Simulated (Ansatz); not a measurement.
Input file for Ansatz (a quantum-chemistry and plane-wave program): R-BLYP/def2-TZVPPD on HCl (SMILES Cl). Files ending in .json are basis or fitting sets from the Basis Set Exchange.

Ansatz 0.2 input:
```yaml
crystal:
  periodic: [false, false, false]
  atoms:
    - {symbol: Cl, position_ang: [0.00000000, 0.00000000, 0.00000000]}
    - {symbol: H, position_ang: [1.27444789, 0.00000000, 0.00000000]}
basis:
  gaussian:
    orbitals: def2-TZVPPD.json
hamiltonian:
  xc: {name: BLYP}
scf: {lower_state_search: off}
```

The head of its log:

```
Functional definition: BLYP
[...]
these checks for a lower state are left out or cut short: stability, starts, cluster_reference, orbital_swaps, neighbouring_geometries, increment
integrals: 0.01 GiB planned
383 factors; their error is unknown
mean field: 0.11 GiB planned
mean field evaluation 1: about -12539.0496 eV, gradient 1.3e1 eV
mean field evaluation 2: about -12538.9368 eV, gradient 1.6e1 eV
```

What total energy does the run end on?

-460.8159 hartree.
